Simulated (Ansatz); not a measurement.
## CH2AlS: structure from calculated spectroscopic constants

These gas-phase data were calculated for one isomer of CH2AlS at B3LYP-D3(BJ)/def2-SVP (harmonic, unscaled wavenumbers; equilibrium rotational constants with average atomic masses):

* rotational constants: 18.57, 6.48, 4.804 GHz
* all wavenumbers above 1500 cm⁻¹: 3234, 2019

Candidates:

(1) `[CH]1[AlH][S]1`, a doublet
(2) `[CH2]1[Al][S]1`, a doublet

Which candidate do the data belong to?

Candidate (1). The band at 2019 cm⁻¹ lies where the Al–H stretch is expected; (2) has no mode between 1700 and 2050 cm⁻¹.

The same quantities for all candidates:

```
     rotational constants (GHz)  wavenumbers above 1500 cm⁻¹  E above the lowest, B3LYP-D3(BJ)/def2-SVP (kcal/mol)
(1)          18.57, 6.48, 4.804                   3234, 2019                                                  13.2
(2)         14.35, 7.202, 4.952                   3179, 3091                                                   0.0
```

Harmonic stretches to hydrogen usually lie a few per cent above observed fundamentals. Open shells are spin-unrestricted. Programs: Ansatz 0.2.0.
